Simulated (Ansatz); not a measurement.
**CH4AlO+: functionals against CCSD(T) at one geometry**

The task here is to estimate one member of a computed series from the others.

Computed with Ansatz 0.2.0, Gaussian basis. Level: single points in def2-TZVPP.

Cores are frozen in the correlated methods.

## Starting geometry

SMILES `[OH+]=[CH][AlH2]`, 7 atoms, charge 1, spin multiplicity 1.

Atoms are counted from 1 here; the program's logs count them from 0.

Bond lengths: O1–C2 1.242 Å, O1–H4 1.013 Å, C2–Al3 2.139 Å, C2–H5 1.105 Å, Al3–H6 1.532 Å, Al3–H7 1.507 Å. Angles: C2–O1–H4 123.5°, O1–C2–Al3 88.8°, O1–C2–H5 117.6°, Al3–C2–H5 153.6°, C2–Al3–H6 120.6°, C2–Al3–H7 107.1°, H6–Al3–H7 132.2°.

As a file:

```
O    -0.6508   -0.8478   -0.4878
C    -0.7062    0.3920   -0.4427
Al    1.0726    0.3832    0.7461
H    -1.3179   -1.4195   -0.9924
H    -1.5500    0.8856   -0.9577
H     1.6714    1.6947    1.2654
H     1.4899   -1.0551    0.9099
```

The first run:

The input, run/in.yaml:

```yaml
crystal:
  periodic: [false, false, false]
  atoms:
    - {symbol: O, position_ang: [-0.650800, -0.847800, -0.487800]}
    - {symbol: C, position_ang: [-0.706200, 0.392000, -0.442700]}
    - {symbol: Al, position_ang: [1.072600, 0.383200, 0.746100]}
    - {symbol: H, position_ang: [-1.317900, -1.419500, -0.992400]}
    - {symbol: H, position_ang: [-1.550000, 0.885600, -0.957700]}
    - {symbol: H, position_ang: [1.671400, 1.694700, 1.265400]}
    - {symbol: H, position_ang: [1.489900, -1.055100, 0.909900]}
basis:
  gaussian: {orbitals: def2-TZVPP}
total_charge: 1
correlation: {method: ccsd_t}
output: {forces: true}
```

No record of the launch command was kept for these runs.

Steps of the session up to this table: CCSD(T)/def2-TZVPP; PBE0-D4/def2-TZVPP; wB97M-V/def2-TZVPP; r2SCAN-D4/def2-TZVPP; PBE-D4/def2-TZVPP; HSE06-D4/def2-TZVPP; CAM-B3LYP-D4/def2-TZVPP.

One table of the session follows, with a row left open; its other results are not shown here.

| method | RMS force component (eV/Å) | angle to CCSD(T) forces (°) |
| --- | --- | --- |
| CCSD(T) | 1.138 | reference |
| PBE0-D4 | ? | ? |
| wB97M-V | 1.002 | 6.0 |
| r2SCAN-D4 | 0.980 | 5.6 |
| PBE-D4 | 0.997 | 10.7 |
| HSE06-D4 | 0.945 | 10.9 |
| CAM-B3LYP-D4 | 0.943 | 10.6 |

Estimate the missing values for PBE0-D4.

As computed: RMS force component (eV/Å): 0.946; angle to CCSD(T) forces (°): 11.0. In the column «RMS force component (eV/Å)» it lies between HSE06-D4 (0.945) and r2SCAN-D4 (0.980).
